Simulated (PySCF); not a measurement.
chlorocyclopropane, C3H5Cl, SMILES ClC1CC1, point group Cs.

Level: B3LYP/pcSseg-1 in PySCF (density fitting, grid level 2); geometry and Hessian at that level, cubic constants and property derivatives from steps of ±0.6 along each species' dimensionless normal coordinates, second-order vibrational perturbation theory. The parent has the commonest isotopes.

Equilibrium geometry (Å):

| atom | x | y | z |
| --- | --- | --- | --- |
| Cl1 | 1.8230 | -0.8695 | -1.1217 |
| C2 | 0.6521 | -0.4438 | 0.1618 |
| C3 | -0.0170 | 0.8931 | 0.1385 |
| C4 | -0.8051 | -0.3644 | -0.1634 |
| H5 | 0.9647 | -0.8675 | 1.1104 |
| H6 | 0.2092 | 1.5525 | -0.6949 |
| H7 | -0.1655 | 1.4002 | 1.0894 |
| H8 | -1.0984 | -0.5338 | -1.1958 |
| H9 | -1.5088 | -0.7427 | 0.5748 |

An isotope shift is δ(isotopologue) − δ(parent), that is, the negative of the change in the averaged GIAO shielding; n counts bonds from the nearest label (0: the labelled atom itself). These are computed values; those of heavy atoms are rounded to 5 ppb, about the numerical noise. One-bond deuterium shifts of ¹³C at such levels come out too large, by a quarter to a half.

**Question.** What isotope shifts arise with ²H at 7?

**Answer.** 
| nucleus | n | 0 K (ppb) | 500 K (ppb) |
| --- | --- | --- | --- |
| H7 | 0 | -134 | -115 |
| C3 | 1 | -350 | -355 |
| C2 | 2 | -120 | -85 |
| C4 | 2 | -135 | -100 |
| H6 | 2 | -11 | -14 |
| Cl1 | 3 | -515 | -350 |
| H5 | 3 | -10 | -8 |
| H8 | 3 | -6 | -4 |
| H9 | 3 | -9 | -7 |
